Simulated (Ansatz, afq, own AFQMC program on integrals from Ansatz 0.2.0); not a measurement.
AFQMC on a folder of integrals that Ansatz 0.2.0 wrote.

```yaml
crystal:
  periodic: [false, false, false]
  atoms:
    - {symbol: Si, position_ang: [-0.000251, -0.085899, 0.595823]}
    - {symbol: B, position_ang: [-0.000251, 0.089978, -1.333029]}
    - {symbol: H, position_ang: [-0.000251, 1.095032, 1.517692]}
    - {symbol: H, position_ang: [0.226968, 1.177233, -1.780603]}
    - {symbol: H, position_ang: [-0.217038, -0.843831, -2.041413]}
basis:
  gaussian: {orbitals: cc-pVDZ}
magnetization: {spin_polarized: true, initial_magnetization: 2}
correlation: {method: ccsd_t, electrons: outside_noble_gas, hamiltonian_folder: ham}
```

```sh
$ ansatz run in.yaml --threads 1 --pin off --events-out ev --progress --plain --max-ram 1382MiB
```

afq runs on the folder ham with

```
--method phaseless --trial hf --walkers 120 --populations 1 --least-time 40 --time-step 0.005 --steps-per-block 20 --equilibration-blocks 112 --max-blocks 600 --target-error 0.00114 --factor-cut 1e-05 --start spin_pure --seed 2568 --taylor-order 6
```

Times are imaginary, in 1/Eh. The walk had a cap of 1573 s.

Log:

```
orbitals 41  electrons 6 4  factors 320 of 444
reference energy -315.26971554 Eh
CCSD correlation -0.18838457 Eh in 12 cycles, weight of the determinant in the CISD state 0.8831
energy of the start -315.269816 Eh
 block  time / (1/Eh)  mean weight  energy / Eh
     1     0.100  1.0009  -315.300784
     2     0.200  0.9987  -315.328122
     3     0.300  1.0008  -315.348413
     4     0.400  1.0022  -315.371183
     5     0.500  1.0003  -315.378405
     7     0.700  1.0027  -315.396383
     9     0.900  0.9991  -315.419986
    18     1.800  0.9995  -315.458537
    52     5.200  1.0001  -315.456950
    86     8.600  0.9987  -315.461283
   103    10.300  0.9987  -315.438691
   120    12.000  0.9996  -315.469726
   154    15.400  1.0002  -315.463357
   188    18.800  0.9988  -315.454842
   222    22.200  1.0000  -315.457764
   256    25.600  1.0020  -315.485789
   290    29.000  1.0008  -315.446313
   324    32.400  1.0005  -315.471087
   358    35.800  1.0006  -315.461663
   392    39.200  0.9994  -315.443463
   426    42.600  0.9997  -315.479986
   460    46.000  1.0004  -315.464024
   494    49.400  0.9988  -315.470844
   528    52.800  1.0000  -315.472308
   562    56.200  1.0004  -315.469110
   596    59.600  0.9988  -315.452888
   630    63.000  1.0000  -315.449989
   664    66.400  0.9991  -315.445568
   681    68.100  1.0009  -315.475472
blocks merged  error / Eh  count
     1  0.000459  570
     2  0.000614  285
     4  0.000801  142
     8  0.001003  71
    16  0.001110  35
    32  0.000998  17
    64  0.000767  8
energy -315.464571 +/- 0.001110 Eh
(rows thinned)
```

The run passed its tests (sampling time, drift between the halves within three errors, error under three times the target), which doesn't prove that it has relaxed.

Against this walk (error 30.2 meV) on the same determinant: CCSD(T) 32.9 meV higher (within the noise), CCSDT(Q) 8.9 meV lower (within the noise), a separate phaseless walk with a CISD trial and standard settings 5.3 ± 31.6 meV higher (within the noise). The error is statistical and leaves out the bias of the constraint.

Cautions: constraint bias not in the error; lower spins were not checked.

The walk took 3.9 min on 1 thread of Arm Neoverse V2, with other jobs on the host. The log's last line is the phaseless energy.

CCSDT and higher add their correlation energy to the determinant of the CCSD(T) run, since their own runs factorise the integrals more tightly (a shift of under 2 meV).
